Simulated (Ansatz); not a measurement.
C3H4, SMILES `C=C=C` (charge 0, multiplicity 1).

Method: PBE/cc-pVTZ // PBE0-D3(BJ)/def2-TZVP run with Ansatz (a first-principles code).

Ansatz 0.2 input:
```yaml
crystal:
  periodic: [false, false, false]
  atoms:
    - { symbol: C, position_ang: [1.299181, -0.014174, 0.002026] }
    - { symbol: C, position_ang: [-0.000001, -0.000111, 0.000002] }
    - { symbol: C, position_ang: [-1.299181, 0.01413, -0.002025] }
    - { symbol: H, position_ang: [1.855371, -0.569919, -0.745574] }
    - { symbol: H, position_ang: [1.864892, 0.529467, 0.751382] }
    - { symbol: H, position_ang: [-1.869227, -0.728063, 0.546884] }
    - { symbol: H, position_ang: [-1.851035, 0.768669, -0.552697] }
basis:
  gaussian: { orbitals: cc-pVTZ }
hamiltonian:
  xc: pbe
```

Output:

```
Functional definition: PBE
732 factors; their error is unknown
mean field evaluation 1: about -3162.3546 eV, gradient 6.0e1 eV
mean field evaluation 2: about -3156.5189 eV, gradient 7.3e1 eV
mean field evaluation 4: about -3170.9516 eV, gradient 9.0e0 eV
mean field evaluation 8: about -3171.1338 eV, gradient 3.2e-2 eV
mean field -3171.13375299 eV, -116.5370159506 hartree, gradient 6.7e-5 eV, S^2 0.000000; 0 other end points of the search recorded, 0 dependent functions left out
reference -3171.13378294 eV, -116.5370170515 hartree; 11, 11 occupied and 135, 135 virtual orbitals, 732 factors
Total energy: -3171.13378294 eV, -116.5370170515 hartree
```
